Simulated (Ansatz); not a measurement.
```yaml
crystal:
  periodic: [false, false, false]
  atoms:
    - {symbol: B, position_ang: [-3.038350, -0.131508, 0.021353]}
    - {symbol: P, position_ang: [-1.394653, -0.513237, 0.027053]}
    - {symbol: Ga, position_ang: [1.097484, 0.226101, -0.016982]}
    - {symbol: H, position_ang: [-0.470868, 1.541951, 0.114374]}
basis:
  gaussian: {orbitals: def2-TZVP}
magnetization: {spin_polarized: true, initial_magnetization: 2}
hamiltonian: {xc: pbe0}
relax: {f_tol: 0.004, max_steps: 80}
```

```sh
$ ansatz run in.yaml --threads 1 --pin off --events-out ev --progress --plain --max-ram 2176MiB
```

Steps of the relaxation (energy above the last step; positions in Å, forces in eV/Å):

```
4
step 1, 1772.6 meV
B    -3.038   -0.132    0.021   -0.978    0.192   -0.017
P    -1.395   -0.513    0.027    1.492    0.610    0.049
Ga    1.097    0.226   -0.017   -0.759    0.397    0.039
H    -0.471    1.542    0.114    0.244   -1.199   -0.071
```

```
4
step 2, 1389.4 meV
B    -3.047   -0.135    0.018   -0.570    0.115   -0.017
P    -1.356   -0.382    0.038    1.070    0.679    0.050
Ga    1.056    0.292   -0.014   -0.059   -0.024   -0.009
H    -0.459    1.348    0.104   -0.441   -0.770   -0.024
```

```
4
step 3, 1117.1 meV
B    -3.028   -0.123    0.016   -0.112    0.204   -0.006
P    -1.292   -0.233    0.048    0.559   -0.048    0.016
Ga    1.068    0.301   -0.017    0.402   -0.325   -0.043
H    -0.555    1.178    0.099   -0.849    0.169    0.033
```

```
4
step 5, 1000.3 meV
B    -2.983   -0.091    0.001   -0.005   -0.030   -0.020
P    -1.231   -0.217    0.069   -0.023   -0.023    0.024
Ga    1.114    0.240   -0.035    0.153   -0.103   -0.029
H    -0.707    1.192    0.110   -0.125    0.156    0.025
```

```
4
step 15, 108.2 meV
B    -1.727   -0.464   -0.560    0.299    0.055    0.019
P    -0.944    0.595    0.665   -0.128    0.556   -0.189
Ga    0.531   -0.874   -0.670   -0.310   -0.037    0.087
H    -1.666    1.866    0.711    0.140   -0.574    0.082
```

```
4
step 17, 7.7 meV
B    -1.642   -0.449   -0.567   -0.091   -0.134   -0.134
P    -0.861    0.754    0.495    0.178    0.148    0.055
Ga    0.476   -0.977   -0.624   -0.055    0.025    0.051
H    -1.780    1.795    0.842   -0.031   -0.039    0.028
```

```
4
step 21, 0.0 meV
B    -1.642   -0.447   -0.577    0.000    0.000    0.000
P    -0.836    0.810    0.416    0.001   -0.003   -0.002
Ga    0.467   -0.997   -0.589    0.000    0.001    0.001
H    -1.795    1.758    0.896   -0.001    0.002    0.001
```

Close pairs at the end: P2–H4 1.431 Å, B1–P2 1.794 Å, B1–Ga3 2.179 Å, P2–Ga3 2.444 Å.

A stationary point of unrestricted PBE0 after 21 steps, with ⟨S²⟩ = 2.028 against 2.00 for a pure state; no frequencies were run, so it isn't proven a minimum. 2.5 min on 1 thread of Arm Neoverse V1, shared host.
